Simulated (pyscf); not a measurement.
Single points on ωB97X-D3(BJ)/def2-SVP structures (PySCF, gas phase).

Task: Estimate the classical barrier height and the reaction energy of methanol (H₃C–OH) + •O–OH → methyl (CH₃•) + oxygen (O=O) [triplet] + water (H₂O) at ωB97M-D3(BJ)/def2-TZVP. The step runs on the doublet surface, breaks C–O, H–O and forms H–O; take the separated reactants as zero.

Result: ΔE‡ = 52.9 kcal/mol, ΔE = +28.4 kcal/mol. Zero-point energy shifts the barrier by -1.1 kcal/mol. It is a concerted fragmentation, with an imaginary mode of 865i cm⁻¹. On the reactant side the descent ends in a bound adduct (not fully relaxed), 10.0 kcal/mol under the separated species and 64.6 kcal/mol under the saddle at ωB97X-D3(BJ)/def2-TZVP. One saddle was located; it need not be the lowest between these sides. An unrestricted DFT solution here is markedly spin-contaminated.
